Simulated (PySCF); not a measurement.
PySCF input (PBE/6-311G**):

```python
import numpy as np, basis_set_exchange as bse
from pyscf import gto, scf, dft, df, tdscf

basis = {'C': gto.basis.parse(bse.get_basis('6-311G**', elements=['C'], fmt='nwchem')), 'H': gto.basis.parse(bse.get_basis('6-311G**', elements=['H'], fmt='nwchem')), 'N': gto.basis.parse(bse.get_basis('6-311G**', elements=['N'], fmt='nwchem'))}
mol = gto.M(
    atom='''
    C    -0.02656740   -0.39643901    0.74037214
    N    -0.04025319    0.87186173    0.00009760
    C    -0.04739019   -0.39723479   -0.73890413
    H     0.88684478    1.28341918   -0.01317394
    H    -0.93332050   -0.60983971    1.29271705
    H    -0.96932769   -0.61121579   -1.26527787
    H     0.88822522   -0.70100522    1.23593203
    H     0.85309603   -0.70234775   -1.25968851
    ''',
    basis=basis,
    charge=0,
    verbose=4,
    max_memory=8640,
)
mf = dft.RKS(mol, xc='pbe')
mf.grids.level = 3
mf = mf.density_fit(auxbasis=df.autoaux(mol))
mf.conv_tol = 1e-9
mf.max_cycle = 100
print('smallest overlap eigenvalue', np.linalg.eigvalsh(mol.intor('int1e_ovlp'))[0])
mf.kernel()
dip = mf.dip_moment()
td = tdscf.TDA(mf)
td.nstates = 4
td.kernel()
td.analyze()
osc = td.oscillator_strength()
```

Output:

```
PySCF version 2.14.0

[INPUT] verbose = 4
[INPUT] num. atoms = 8
[INPUT] num. electrons = 24
[INPUT] charge = 0
[INPUT] spin (= nelec alpha-beta = 2S) = 0
[INPUT] symmetry False subgroup None
[INPUT] Mole.unit = angstrom
[INPUT] Symbol           X                Y                Z      unit          X                Y                Z       unit  Magmom
[INPUT]  1 C     -0.026567400000  -0.396439010000   0.740372140000 AA   -0.050205109842  -0.749161153994   1.399100574858 Bohr   0.0
[INPUT]  2 N     -0.040253190000   0.871861730000   0.000097600000 AA   -0.076067504740   1.647579888189   0.000184437270 Bohr   0.0
[INPUT]  3 C     -0.047390190000  -0.397234790000  -0.738904130000 AA   -0.089554480091  -0.750664960249  -1.396326438010 Bohr   0.0
[INPUT]  4 H      0.886844780000   1.283419180000  -0.013173940000 AA    1.675893749200   2.425310753214  -0.024895138581 Bohr   0.0
[INPUT]  5 H     -0.933320500000  -0.609839710000   1.292717050000 AA   -1.763720131442  -1.152430031784   2.442881181056 Bohr   0.0
[INPUT]  6 H     -0.969327690000  -0.611215790000  -1.265277870000 AA   -1.831763859057  -1.155030446110  -2.391028645773 Bohr   0.0
[INPUT]  7 H      0.888225220000  -0.701005220000   1.235932030000 AA    1.678502402732  -1.324707877690   2.335573045278 Bohr   0.0
[INPUT]  8 H      0.853096030000  -0.702347750000  -1.259688510000 AA    1.612117854654  -1.327244891704  -2.380466286161 Bohr   0.0

nuclear repulsion = 76.2778222046106
number of shells = 44
number of NR pGTOs = 133
number of NR cGTOs = 84
basis = {'C': [[0, [4563.24, 0.00196665], [682.024, 0.0152306], [154.973, 0.0761269], [44.4553, 0.260801], [13.029, 0.616462], [1.82773, 0.221006]], [0, [20.9642, 0.11466], [4.80331, 0.919999], [1.45933, -0.00303068]], [0, [0.483456, 1.0]], [0, [0.145585, 1.0]], [1, [20.9642, 0.0402487], [4.80331, 0.237594], [1.45933, 0.815854]], [1, [0.483456, 1.0]], [1, [0.145585, 1.0]], [2, [0.626, 1.0]]], 'H': [[0, [33.865, 0.0254938], [5.09479, 0.190373], [1.15879, 0.852161]], [0, [0.32584, 1.0]], [0, [0.102741, 1.0]], [1, [0.75, 1.0]]], 'N': [[0, [6293.48, 0.00196979], [949.044, 0.0149613], [218.776, 0.0735006], [63.6916, 0.248937], [18.8282, 0.60246], [2.72023, 0.256202]], [0, [30.6331, 0.111906], [7.02614, 0.921666], [2.11205, -0.00256919]], [0, [0.684009, 1.0]], [0, [0.200878, 1.0]], [1, [30.6331, 0.0383119], [7.02614, 0.237403], [2.11205, 0.817592]], [1, [0.684009, 1.0]], [1, [0.200878, 1.0]], [2, [0.913, 1.0]]]}
ecp = {}
ETB for C: l = 0, exps = 0.29117 * 1.8^n , n = 0..13
ETB for C: l = 1, exps = 0.29117 * 1.8^n , n = 0..11
ETB for C: l = 2, exps = 0.29117 * 1.8^n , n = 0..10
ETB for C: l = 3, exps = 0.771585 * 2.2^n , n = 0..2
ETB for N: l = 0, exps = 0.401756 * 1.8^n , n = 0..13
ETB for N: l = 1, exps = 0.401756 * 1.8^n , n = 0..11
ETB for N: l = 2, exps = 0.401756 * 1.8^n , n = 0..9
ETB for N: l = 3, exps = 1.1138780000000001 * 2.2^n , n = 0..2
ETB for H: l = 0, exps = 0.205482 * 1.8^n , n = 0..10
ETB for H: l = 1, exps = 0.852741 * 2^n , n = 0..2
ETB for H: l = 2, exps = 1.5 * 2.2^n , n = 0..0
smallest overlap eigenvalue 0.0030272811593362496

******** <class 'pyscf.df.df_jk.DFRKS'> ********
method = DFRKS
initial guess = minao
damping factor = 0
level_shift factor = 0
DIIS = <class 'pyscf.scf.diis.CDIIS'>
diis_start_cycle = 1
diis_space = 8
diis_damp = 0
SCF conv_tol = 1e-09
SCF conv_tol_grad = None
SCF max_cycles = 100
direct_scf = False
XC library pyscf.dft.libxc version 7.1.2
    S. Lehtola, C. Steigemann, M. J. T. Oliveira, and M. A. L. Marques,  SoftwareX 7, 1–5 (2018)
XC functionals = pbe
    J. P. Perdew, K. Burke, and M. Ernzerhof,  Phys. Rev. Lett. 77, 3865 (1996)
    J. P. Perdew, K. Burke, and M. Ernzerhof,  Phys. Rev. Lett. 78, 1396 (1997)
    J. P. Perdew, K. Burke, and M. Ernzerhof,  Phys. Rev. Lett. 77, 3865 (1996)
    J. P. Perdew, K. Burke, and M. Ernzerhof,  Phys. Rev. Lett. 78, 1396 (1997)
radial grids:
    Treutler-Ahlrichs [JCP 102, 346 (1995); DOI:10.1063/1.469408] (M4) radial grids

becke partition: Becke, JCP 88, 2547 (1988); DOI:10.1063/1.454033
pruning grids: <function nwchem_prune>
grids dens level: 3
symmetrized grids: False
atomic radii adjust function: <function treutler_atomic_radii_adjust>
small_rho_cutoff = 0
Set gradient conv threshold to 3.16228e-05
Initial guess from minao.
tot grids = 91184
init E= -133.989076928483
  HOMO = -0.29907028119834  LUMO = -0.00272082676771787  gap/eV = 8.06408
cycle= 1 E= -133.742860898543  delta_E= 0.246  |g|= 0.376  |ddm|= 2.05
  HOMO = -0.117371730640109  LUMO = 0.0409579576665405  gap/eV = 4.30837
cycle= 2 E= -133.697525638926  delta_E= 0.0453  |g|= 0.588  |ddm|= 0.862
  HOMO = -0.204056344399334  LUMO = 0.0215543613064303  gap/eV = 6.13918
cycle= 3 E= -133.780040363809  delta_E= -0.0825  |g|= 0.0789  |ddm|= 0.519
  HOMO = -0.200816242552392  LUMO = 0.0214690615070899  gap/eV = 6.04869
cycle= 4 E= -133.780893570805  delta_E= -0.000853  |g|= 0.0466  |ddm|= 0.0677
  HOMO = -0.203719499285057  LUMO = 0.0214422610616024  gap/eV = 6.12696
cycle= 5 E= -133.781349502244  delta_E= -0.000456  |g|= 0.00639  |ddm|= 0.0314
  HOMO = -0.203839329155649  LUMO = 0.0211464820056021  gap/eV = 6.12218
cycle= 6 E= -133.781358318787  delta_E= -8.82e-06  |g|= 0.000439  |ddm|= 0.00508
  HOMO = -0.20381317374779  LUMO = 0.0211843204083035  gap/eV = 6.12249
cycle= 7 E= -133.781358368212  delta_E= -4.94e-08  |g|= 0.000122  |ddm|= 0.000638
  HOMO = -0.203816430516561  LUMO = 0.0211739651571122  gap/eV = 6.12230
cycle= 8 E= -133.781358372126  delta_E= -3.91e-09  |g|= 1.89e-05  |ddm|= 0.000155
  HOMO = -0.203816870750039  LUMO = 0.0211747825411777  gap/eV = 6.12233
cycle= 9 E= -133.78135837221  delta_E= -8.48e-11  |g|= 2.35e-06  |ddm|= 2.43e-05
  HOMO = -0.203817187235593  LUMO = 0.0211745342809751  gap/eV = 6.12234
Extra cycle  E= -133.781358372213  delta_E= -2.39e-12  |g|= 1.53e-06  |ddm|= 4.64e-06
converged SCF energy = -133.781358372213
Dipole moment(X, Y, Z, Debye):  1.31579, -0.98853, -0.01800

******** <class 'pyscf.tdscf.rks.TDA'> for <class 'pyscf.df.df_jk.DFRKS'> ********
nstates = 4 singlet
deg_eia_thresh = 1.000e-03
wfnsym = None
conv_tol = 1e-05
eigh lindep = 1e-12
eigh level_shift = 0
eigh max_cycle = 100
chkfile = tmp1wolgxnn

Excitation energies (eV)
[6.23692851 7.08753035 7.45564797 7.91206784]

** Singlet excitation energies and oscillator strengths **
Excited State   1:      6.23693 eV    198.79 nm  f=0.0068
      12 -> 13        0.70525
Excited State   2:      7.08753 eV    174.93 nm  f=0.0255
      12 -> 14        0.70443
Excited State   3:      7.45565 eV    166.30 nm  f=0.0053
      12 -> 15        0.70359
Excited State   4:      7.91207 eV    156.70 nm  f=0.0590
      12 -> 16        0.69887

** Transition electric dipole moments (AU) **
state          X           Y           Z        Dip. S.      Osc.
  1        -0.0038      0.2102     -0.0001      0.0442      0.0068
  2        -0.3797     -0.0521      0.0054      0.1469      0.0255
  3         0.0024      0.0001      0.1708      0.0292      0.0053
  4        -0.2325      0.5006      0.0030      0.3046      0.0590

** Transition velocity dipole moments (imaginary part, AU) **
state          X           Y           Z        Dip. S.      Osc.
  1         0.0211      0.0252     -0.0003      0.0011      0.0031
  2        -0.0960      0.0111      0.0013      0.0093      0.0239
  3         0.0006      0.0000      0.0389      0.0015      0.0037
  4        -0.0803      0.1309      0.0011      0.0236      0.0541

** Transition magnetic dipole moments (imaginary part, AU) **
state          X           Y           Z
  1         0.0084      0.0003      0.5950
  2         0.0026      0.0001      0.1817
  3         0.2754      0.0755     -0.0039
  4        -0.0075     -0.0003     -0.5306
```
